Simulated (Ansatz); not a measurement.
```xyz
2

B     0.0367   -0.1460   -0.9031
F     0.0514    0.1358    0.5440
```

RHF-MP2 on singlet BF was run in several spherical basis sets with Ansatz (development build ahead of 0.2.0). Frozen core: 2 orbitals. Caution for RHF-MP2: bonds are stretched, where a single reference can fail; stretched shape with no unrestricted run beside it, a lower state can exist.

**Question.** Rank the basis sets by the total energy that they give, lowest first, with the distance from the lowest.
A. cc-pVDZ
B. 6-31G
C. def2-SVP
D. aug-cc-pVDZ

**Answer.** D (0.00 eV), A (0.76 eV), C (3.88 eV), B (4.00 eV).

Totals follow the description of the cores as much as that of the bonds, so this order isn't one of quality for chemistry.
